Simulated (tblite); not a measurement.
C4H4PS (charge -1).
Atom-mapped SMILES: `[PH-:1][c:2]1[cH:3][cH:4][cH:5][s:6]1` (hydrogens: H7 on P1; H8 on C3; H9 on C4; H10 on C5)

Cartesian coordinates in Å at the GFN2-xTB level; atoms count from 1:
```
atom  x, y, z in Å
P1     2.7087   -0.1946    0.1210
C2     0.9714    0.0042    0.0376
C3     0.0205   -0.9993    0.0578
C4    -1.3001   -0.5378   -0.0239
C5    -1.4027    0.8156   -0.1083
S6     0.1708    1.5612   -0.0874
H7     2.9804    1.1518    0.0525
H8     0.2980   -2.0384    0.1305
H9    -2.1614   -1.1918   -0.0207
H10   -2.2766    1.4337   -0.1815
```

Method: GFN2-xTB as coded in tblite; computed harmonic values from a numerical Hessian at the method's own geometry, unscaled. The method is semi-empirical: single wavenumbers can be off by several per cent or more. Modes of hydrogen on phosphorus can be 10 to 20 % off. One conformer, not necessarily the lowest.

Harmonic wavenumbers (cm⁻¹): 183.1, 225.9, 300.5, 408.5, 419.3, 499.2, 621.7, 622.6, 707.7, 737.2, 815.6, 827.6, 892.0, 1000.2, 1072.4, 1105.7, 1181.6, 1329.1, 1436.1, 1514.3, 2326.3, 3041.3, 3089.5, 3128.0.

A = 5296, B = 1877, C = 1386 MHz; mass 114.977 u (most abundant isotopes); point group Cs, symmetry number 1.

Question: What is the zero-point energy?

Answer: ½Σν̃ = 13743 cm⁻¹ = 164.40 kJ/mol.

Question: What is S at 500 K and 1 bar for an ideal gas of classical rigid rotors and harmonic oscillators?

Answer: Translation 178.78, rotation 121.71, vibration 89.10: S = 389.6 J/(mol K).

Question: And Cp and H(500 K) − H(0)?

Answer: Cp = 142.68 J/(mol K), of which vibrations give 109.42 (their classical limit is 24 R = 199.5); H(500 K) − H(0) = 43.23 kJ/mol without the zero-point energy, 26.60 from vibrations.

Question: What must be added to the electronic energy to get the Gibbs energy at 500 K and 1 bar?

Answer: ZPE + [H(500 K) − H(0)] − T·S = 164.40 + 43.23 − 194.79 = 12.84 kJ/mol.

Question: Which modes carry the vibrational entropy at 500 K?

Answer: 183.1 cm⁻¹: 13.74; 225.9 cm⁻¹: 12.04; 300.5 cm⁻¹: 9.78; 408.5 cm⁻¹: 7.43; 419.3 cm⁻¹: 7.24; 499.2 cm⁻¹: 5.98 J/(mol K); the other 18 give 32.89 together.

Hindered rotation and anharmonicity are outside this model. Other conformers, if any are populated, would add a mixing term that is left out.
